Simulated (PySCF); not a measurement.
Bonds (- single, = double, # triple, : aromatic): C1-C2 1.499 Å, C2-C3 1.503 Å, C3-C4 1.492 Å, C4-C5 1.479 Å, C5-N6 1.455 Å, C3-C1 1.501 Å, N6-C4 1.453 Å. C1 carries H7, H8; C2 carries H9, H10; C3 carries H11; C4 carries H12; C5 carries H13, H14; N6 carries H15. Stereochemistry as in C1CC1[C@H]1CN1. H14 is cis to C3 on the ring; H7, H9 are cis to C4 on the ring; H13 is trans to C3 on the ring; H8, H10 are trans to C4 on the ring.

Geometry: PBE0-D3(BJ)/def2-SVP; GIAO absolute shieldings from PySCF, gas phase, non-relativistic, averaged over equivalent atoms.

At wB97X-D/pcSseg-1 (147 basis functions, 17 s wall time on 1 thread of an Arm Neoverse V2, shared host):
```json
{"atoms": "C4", "σ (ppm)": "150.2"}
{"atoms": "C5", "σ (ppm)": "159.1"}
{"atoms": "C3", "σ (ppm)": "167.3"}
{"atoms": "C2", "σ (ppm)": "179.0"}
{"atoms": "C1", "σ (ppm)": "180.4"}
{"atoms": "N6", "σ (ppm)": "235.9"}
{"atoms": "H13", "σ (ppm)": "29.85"}
{"atoms": "H14", "σ (ppm)": "30.09"}
{"atoms": "H12", "σ (ppm)": "30.71"}
{"atoms": "H10", "σ (ppm)": "30.88"}
{"atoms": "H8", "σ (ppm)": "30.90"}
{"atoms": "H9", "σ (ppm)": "31.03"}
{"atoms": "H7", "σ (ppm)": "31.11"}
{"atoms": "H11", "σ (ppm)": "31.78"}
{"atoms": "H15", "σ (ppm)": "32.36"}
```

Estimate the result of repeating the calculation with PBE0/def2-TZVP.

Results:


| atoms | σ at PBE0/def2-TZVP | change |
| --- | --- | --- |
| C4 | 151.0 | +0.8 |
| C5 | 161.4 | +2.3 |
| C3 | 168.2 | +0.9 |
| C2 | 181.8 | +2.8 |
| C1 | 183.3 | +2.9 |
| N6 | 235.7 | -0.2 |
| H13 | 30.01 | +0.16 |
| H14 | 30.13 | +0.04 |
| H12 | 30.68 | -0.03 |
| H10 | 30.98 | +0.10 |
| H8 | 31.00 | +0.10 |
| H9 | 31.13 | +0.10 |
| H7 | 31.16 | +0.05 |
| H11 | 31.67 | -0.11 |
| H15 | 32.45 | +0.09 |

The largest change is at C1 (three-membered-ring carbon). Cost: 240 basis functions, 31 s wall time on 1 thread of an Arm Neoverse V1, shared host. The order of the carbon signals is the same at both levels.
